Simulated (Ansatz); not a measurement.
Scan of the H5–Al3–Si2 angle

AlSiH3O (SMILES O=[SiH][AlH2]), singlet, at its PBE0-D4/def2-TZVP minimum:

```xyz
6
angstrom
O 0.4737 -2.0165 0.9416
Si -0.3504 -1.1896 -0.0461
Al 0.2721 1.1921 -0.0292
H -1.4083 -1.8278 -0.9024
H 1.4468 1.6825 -0.9702
H -0.4338 2.1593 1.0063
```

The angle H5–Al3–Si2 (118.9° at the minimum) is set to the values below, H5, with anything bonded beyond it, turning rigidly in the plane of the angle. Each method's energies count from its own value at the PBE0-D4 minimum structure. Computed with Ansatz 0.2.0 (basis: def2-TZVPP); correlated methods freeze the cores. B3LYP uses VWN-RPA correlation.

| angle (°) | CCSD(T) (eV) | wB97M-V (eV) | MP2 (eV) | HF (eV) | r2SCAN-D4 (eV) |
| --- | --- | --- | --- | --- | --- |
| 100.9 | 0.165 | 0.153 | 0.171 | 0.184 | 0.159 |
| 105.4 | 0.093 | 0.085 | 0.097 | 0.104 | 0.091 |
| 109.9 | 0.042 | 0.037 | 0.044 | 0.047 | 0.041 |
| 114.4 | 0.011 | 0.009 | 0.011 | 0.012 | 0.011 |
| 118.9 | 0.000 | 0.000 | 0.000 | 0.000 | 0.000 |
| 123.4 | 0.009 | 0.010 | 0.009 | 0.011 | 0.008 |
| 127.9 | 0.039 | 0.041 | 0.040 | 0.044 | 0.035 |
| 132.4 | 0.089 | 0.091 | 0.091 | 0.101 | 0.082 |
| 136.9 | 0.160 | 0.162 | 0.164 | 0.182 | 0.149 |

Minimum and curvature along this coordinate at CCSD(T): A fifth-order fit through the nearest points gives 119.1°, with a curvature of about 0.99 meV/deg².

Largest difference from the CCSD(T) curve over the scan: PBE-D4 0.017; PBE0-D4 0.011; B3LYP-D4 0.005 eV. Each curve counts from its own value at the minimum.

The T1 diagnostic stays at or below 0.022.

For scale, one of the runs: CCSD(T)/def2-TZVPP, 157 basis functions (an equivalent command: `ansatz run in.yaml --threads 2`). The run took 15 s on 2 CPU threads (shared host), with 0.99 GiB of host memory at its peak.
